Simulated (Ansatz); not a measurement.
# CH₅B (triplet): the correlation ladder at distance B1–H4 along a hydrogen transfer = 1.194 Å, cc-pVDZ

The task here is to estimate one member of a computed series from the others.

Computed with Ansatz 0.2.0, Gaussian basis. Level: cc-pVDZ, core rule «outside noble gas», up to 2 orbitals frozen.

Plan: UHF; CCSD(T) on ROHF; CCSD(T) on UHF; BCCD(T) on ROHF; CISD; CCSDT(Q) on ROHF; CCSDT(Q) on UHF; CASSCF and NEVPT2, 4 electrons in 4 orbitals.

10 further runs of the same task are left out: 2 for a mislabelled method, 7 that didn't finish, 1 set aside as unsound or not needed.

### What is computed

The geometry derives from fragments relaxed apart (PBE0/def2-TZVP) and kept rigid, so it is no stationary point. A hydrogen atom is moved between rigid fragments.

7 atoms, charge 0, spin multiplicity 3.

Atoms are counted from 1 here; the program's logs count them from 0.

Bond lengths: B1–H2 1.193 Å, B1–H3 1.193 Å, B1–H4 1.193 Å, C5–H6 1.079 Å, C5–H7 1.079 Å. Angles: H2–B1–H3 120.0°, H2–B1–H4 120.0°, H3–B1–H4 120.0°, H6–C5–H7 134.8°.

Set-up of the first run:

in.yaml reads:

```yaml
crystal:
  periodic: [false, false, false]
  atoms:
    - {symbol: B, position_ang: [-1.334908, 0.000000, 0.000000]}
    - {symbol: H, position_ang: [-1.931642, 1.033571, 0.000000]}
    - {symbol: H, position_ang: [-1.931642, -1.033571, 0.000000]}
    - {symbol: H, position_ang: [-0.141443, 0.000000, 0.000000]}
    - {symbol: C, position_ang: [1.257092, 0.000000, 0.000000]}
    - {symbol: H, position_ang: [1.671560, 0.000000, 0.996161]}
    - {symbol: H, position_ang: [1.671560, 0.000000, -0.996161]}
basis:
  gaussian: {orbitals: cc-pVDZ}
magnetization: {spin_polarized: true, initial_magnetization: 2}
hamiltonian: {xc: hf}
output: {orbitals: {seedname: orbitals}}
```

On the command line:

```
$ ansatz run in.yaml --threads 1 --pin off --events-out ev --progress --plain --max-ram 2393MiB
```

Among the steps run: UHF; CCSD(T) on ROHF; CCSD(T) on UHF; BCCD(T) on ROHF; CISD; CCSDT(Q) on ROHF; CCSDT(Q) on UHF; CASSCF and NEVPT2, 4 electrons in 4 orbitals.

One table of the session follows, with a row left open; its other results are not shown here.

It belongs to the step «Misses and costs». 

```
     method  from UCCSDT(Q) (meV)
       ROHF               +7056.4
        UHF               +6797.4
       RMP2               +1340.3
       UMP2               +1350.0
       CISD                +672.9
      RCCSD                +161.9
      UCCSD                +157.6
   RCCSD(T)                     ?
   UCCSD(T)                 +30.3
    BCCD(T)                 +30.5
     RCCSDT                  +6.1
     UCCSDT                  +5.2
  RCCSDT(Q)                  +0.8
  UCCSDT(Q)                     0
CASSCF pair               +6595.8
NEVPT2 pair               +1328.1
```

**Question.** Estimate the row for RCCSD(T).

The run gave: from UCCSDT(Q) (meV): +30.1. In the column «from UCCSDT(Q) (meV)» it lies between RCCSDT (+6.1) and UCCSD(T) (+30.3).

To keep in mind: Restricted and unrestricted rows rest on different reference determinants; where their highest levels disagree by more than a few hundredths of an eV, they describe different states and don't form one ladder.
